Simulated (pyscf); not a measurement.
PySCF, gas phase, ωB97X-D3(BJ)/def2-SVP geometries.

Problem. Estimate the classical barrier height and the reaction energy of `[CH3][CH2][Zn][SeH]` + `[H][H]` → `[CH3][CH2][ZnH]` + `[SeH2]` at M06-2X/def2-TZVP. The step runs on the singlet surface, breaks Se–Zn, H–H and forms H–Zn, H–Se; take the separated reactants as zero.

Solution. ΔE‡ = 153.7 kJ/mol, ΔE = +117.9 kJ/mol. ωB97M-D3(BJ)/def2-TZVP gives 151.6 kJ/mol and +93.3 kJ/mol. Zero-point energy shifts the barrier by +4.6 kJ/mol. It is a four-centre exchange, with an imaginary mode of 1154i cm⁻¹. On the product side the descent ends in an adduct with a Se–Zn contact, 30.1 kJ/mol under the separated species and 72.4 kJ/mol under the saddle at ωB97X-D3(BJ)/def2-TZVP. What is counted as broken (Se–Zn) persists as a longer contact in the product adduct; parting that adduct is a step of its own. One saddle was located; it need not be the lowest between these sides. Elements up to Kr have no core potential and no relativistic terms here.
